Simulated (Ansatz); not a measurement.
# AlH₃Cl (doublet): wave-function methods side by side at distance Al1–H4 along a hydrogen transfer = 2.413 Å, cc-pVDZ

The task here is to estimate one member of a computed series from the others.

Method: cc-pVDZ, core rule «outside noble gas», up to 10 orbitals frozen; program: Ansatz 0.2.0, Gaussian basis.

The runs, in order: UHF; CCSD(T) on ROHF; CCSD(T) on UHF; BCCD(T) on ROHF; CISD; CCSDT(Q) on ROHF; CCSDT(Q) on UHF; CASSCF and MRCISD+Q, 3 electrons in 3 orbitals; CASSCF and NEVPT2, 3 electrons in 3 orbitals.

13 further runs of the same task are left out: 9 for a known fault of the program, 1 for a mislabelled method, 1 that didn't finish, 2 set aside as unsound or not needed.

## The system

The geometry derives from fragments relaxed apart (PBE0/def2-TZVP) and kept rigid, so it is no stationary point. A hydrogen atom is moved between rigid fragments.

5 atoms, charge 0, spin multiplicity 2.

Atoms are counted from 1 here; the program's logs count them from 0.

Bond lengths: Al1–H2 1.586 Å, Al1–H3 1.586 Å, H4–Cl5 1.350 Å. Angles: H2–Al1–H3 120.0°.

Geometry (Å):

```
atom    x (Å)    y (Å)   z (Å)
 Al1  -2.0508   0.0000  0.0000
  H2  -2.8437   1.3734  0.0000
  H3  -2.8437  -1.3734  0.0000
  H4   0.3622   0.0000  0.0000
 Cl5   1.7122   0.0000  0.0000
```

Set-up of the first run:

Input file in.yaml:

```yaml
crystal:
  periodic: [false, false, false]
  atoms:
    - {symbol: Al, position_ang: [-2.050821, 0.000000, 0.000000]}
    - {symbol: H, position_ang: [-2.843744, 1.373384, 0.000000]}
    - {symbol: H, position_ang: [-2.843744, -1.373384, 0.000000]}
    - {symbol: H, position_ang: [0.362179, 0.000000, 0.000000]}
    - {symbol: Cl, position_ang: [1.712179, 0.000000, 0.000000]}
basis:
  gaussian: {orbitals: cc-pVDZ}
magnetization: {spin_polarized: true, initial_magnetization: 1}
hamiltonian: {xc: hf}
output: {orbitals: {seedname: orbitals}}
```

Launch:

```
> ansatz run in.yaml --threads 1 --pin off --events-out ev --progress --plain --max-ram 2393MiB
```

Among the steps run: UHF; CCSD(T) on ROHF; CCSD(T) on UHF; BCCD(T) on ROHF; CISD; CCSDT(Q) on ROHF; CCSDT(Q) on UHF; CASSCF and MRCISD+Q, 3 electrons in 3 orbitals; CASSCF and NEVPT2, 3 electrons in 3 orbitals.

One table of the session follows, with a row left open; its other results are not shown here.

It belongs to the step «Misses and costs». 

| method | from UCCSDT(Q) (kJ/mol) |
| --- | --- |
| ROHF | +652.2 |
| UHF | ? |
| RMP2 | +105.5 |
| UMP2 | +105.4 |
| CISD | +64.0 |
| RCCSD | +13.1 |
| UCCSD | +13.0 |
| RCCSD(T) | +2.8 |
| UCCSD(T) | +2.7 |
| BCCD(T) | +2.7 |
| RCCSDT | +0.8 |
| UCCSDT | +0.8 |
| RCCSDT(Q) | 0.0 |
| UCCSDT(Q) | 0 |
| CASSCF pair | +607.8 |
| NEVPT2 pair | +104.1 |
| MRCISD pair | +56.3 |
| MRCISD+Q pair | +3.4 |

Estimate the missing values for UHF.

The run gave: from UCCSDT(Q) (kJ/mol): +648.5. In the column «from UCCSDT(Q) (kJ/mol)» it lies between CASSCF pair (+607.8) and ROHF (+652.2).

To keep in mind: Restricted and unrestricted rows rest on different reference determinants; where their highest levels disagree by more than a few hundredths of an eV, they describe different states and don't form one ladder.
